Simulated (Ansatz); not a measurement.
# Al2H2 (triplet): the correlation ladder, def2-QZVPP

An exercise on one series of results from a longer session: the logs are not shown, and one member is left open.

The runs use Ansatz 0.2.0, Gaussian basis; def2-QZVPP, core rule «outside noble gas», up to 10 orbitals frozen.

Plan: UHF; ROHF; CCSD(T) on UHF.

2 further runs of the same task are left out: 2 set aside as unsound or not needed.

### The system

The geometry is a PBE0/def2-TZVP stationary point (not a proven minimum).

4 atoms, charge 0, spin multiplicity 3.

Atoms are counted from 1 here; the program's logs count them from 0.

Bond lengths: Al1–Al2 2.545 Å, Al1–H3 1.589 Å, Al1–H4 1.589 Å. Angles: Al2–Al1–H3 116.8°, Al2–Al1–H4 116.8°, H3–Al1–H4 126.5°.

Coordinates:

```xyz
4
Al2H2
Al    0.00000    0.00000   -1.20096
Al    0.00000    0.00000    1.34414
H     0.00000    1.41840   -1.91646
H     0.00000   -1.41840   -1.91646
```

The first run:

Contents of in.yaml:

```yaml
crystal:
  periodic: [false, false, false]
  atoms:
    - {symbol: Al, position_ang: [0.000000, 0.000000, -1.200958]}
    - {symbol: Al, position_ang: [0.000000, 0.000000, 1.344142]}
    - {symbol: H, position_ang: [0.000000, 1.418400, -1.916458]}
    - {symbol: H, position_ang: [0.000000, -1.418400, -1.916458]}
basis:
  gaussian: {orbitals: "def2-QZVPP.json"}
magnetization: {spin_polarized: true, initial_magnetization: 2}
hamiltonian: {xc: hf}
output: {orbitals: {seedname: orbitals}}
```

Started as:

```
ansatz run in.yaml --threads 1 --pin off --events-out ev --progress --plain --max-ram 4096MiB --backend cpu
```

Steps of the session up to this table: UHF; ROHF; CCSD(T) on UHF.

One table of the session follows, with a row left open; its other results are not shown here.

It belongs to the step «Misses and costs». 

| method | from UCCSD(T) (kJ/mol) |
| --- | --- |
| ROHF | +442.2 |
| UHF | ? |
| UMP2 | +92.6 |
| UCCSD | +16.1 |
| UCCSD(T) | 0 |

Q: Estimate the row for UHF from the others.

**Answer.** from UCCSD(T) (kJ/mol): +431.2. In the column «from UCCSD(T) (kJ/mol)» it lies between UMP2 (+92.6) and ROHF (+442.2).
